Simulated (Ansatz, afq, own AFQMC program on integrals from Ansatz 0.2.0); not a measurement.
AFQMC on a folder of integrals that Ansatz 0.2.0 wrote.

```yaml
crystal:
  periodic: [false, false, false]
  atoms:
    - {symbol: Co, position_ang: [0.000000, 0.000000, 0.000000]}
basis:
  gaussian: {orbitals: def2-SVP}
total_charge: 1
magnetization: {spin_polarized: true, initial_magnetization: 4}
correlation: {method: ccsd_t, electrons: outside_noble_gas, hamiltonian_folder: ham}
```

```sh
$ ansatz run in.yaml --threads 1 --pin off --events-out ev --progress --plain --max-ram 1382MiB
```

Options of the walk:

```
--method free --trial cid --walkers 50 --time-step 0.05 --max-blocks 60 --target-error 0.00068 --factor-cut 1e-05 --seed 9379 --times 0.0,0.2,0.4,0.8,1.2 --taylor-order 8
```

Times are imaginary, in 1/Eh. The walk had a cap of 202 s.

afq prints:

```
orbitals 22  electrons 6 2  factors 180 of 237
reference energy -1380.96737240 Eh
CCSD correlation -0.11781822 Eh in 8 cycles, weight of the determinant in the CISD state 0.9760
repeat  energy at the last time / Eh  error
    10  -1381.087444  0.000279
    20  -1381.087648  0.000208
    30  -1381.087609  0.000200
time / (1/Eh)  energy / Eh  error  mean overlap
  0.00  -1381.085156  0.000035  1.0241
  0.20  -1381.086855  0.000078  1.0220
  0.40  -1381.087132  0.000139  1.0365
  0.80  -1381.087252  0.000142  1.0362
  1.20  -1381.087541  0.000205  1.0257
energy -1381.087541 +/- 0.000205 Eh
```

The run passed its tests (error under three times the target), which doesn't prove that it has relaxed.

Against this walk (error 5.6 meV) on the same determinant: CCSD(T) 1.1 meV lower (within the noise), CCSDT(Q) 3.1 meV higher (within the noise), full CI 2.8 meV higher (within the noise). The error is statistical, and a free projection of finite length keeps a remainder of its start. The last points still move (meV from the last: 64.9 ± 1.0 at 0.00, 18.7 ± 2.1 at 0.20, 11 ± 4 at 0.40, 8 ± 4 at 0.80, 0 ± 6 at 1.20), but the last one has reached full CI within the noise or passed it, so little can be left to fall.

Cautions: remainder of the start not in the error; no relativity below Rb; outer-core shells of the metal frozen; the time-step error isn't removed.

The walk took 8.2 s on 1 thread of Arm Neoverse V1 (shared host). The log's last line is the free-projection energy.

CCSDT and higher add their correlation energy to the determinant of the CCSD(T) run, since their own runs factorise the integrals more tightly (a shift of under 2 meV). A walk keeps the symmetry of its determinant, which the program's search chose and which needn't be the lowest solution, so a lower state of the same spin and another symmetry isn't excluded.
